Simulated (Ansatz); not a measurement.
Mulliken charges of C3H3FS (`FCC=C=S`) from PBE/def2-TZVPP in Ansatz (PBE0-D4/def2-TZVP geometry).

```json
{"atom": "F1", "x (Å)": "-0.950", "y (Å)": "1.703", "z (Å)": "0.355", "charge (e)": "-0.194"}
{"atom": "C2", "x (Å)": "-0.095", "y (Å)": "0.666", "z (Å)": "0.696", "charge (e)": "0.075"}
{"atom": "C3", "x (Å)": "-0.333", "y (Å)": "-0.523", "z (Å)": "-0.172", "charge (e)": "-0.119"}
{"atom": "C4", "x (Å)": "0.527", "y (Å)": "-0.910", "z (Å)": "-1.077", "charge (e)": "0.059"}
{"atom": "S5", "x (Å)": "1.565", "y (Å)": "-1.366", "z (Å)": "-2.131", "charge (e)": "-0.079"}
{"atom": "H6", "x (Å)": "-0.292", "y (Å)": "0.423", "z (Å)": "1.744", "charge (e)": "0.077"}
{"atom": "H7", "x (Å)": "0.931", "y (Å)": "1.026", "z (Å)": "0.594", "charge (e)": "0.071"}
{"atom": "H8", "x (Å)": "-1.261", "y (Å)": "-1.077", "z (Å)": "-0.065", "charge (e)": "0.108"}
```

By hand: the dipole of these point charges (1 e Å = 4.8032 D).

Σ q r = (0.032, -0.175, 0.278) e Å, of length 0.330 e Å = 1.59 D.

How does the dipole of the full density compare? (Best estimate.)

Ansatz gave: (0.099, -0.227, 0.165) e Å, 1.43 D; the point charges give 1.11 times that, at 25° from its direction.

Point charges leave out the atoms' own dipoles, such as those of lone pairs, and Mulliken's split depends on the basis, so the two needn't agree.
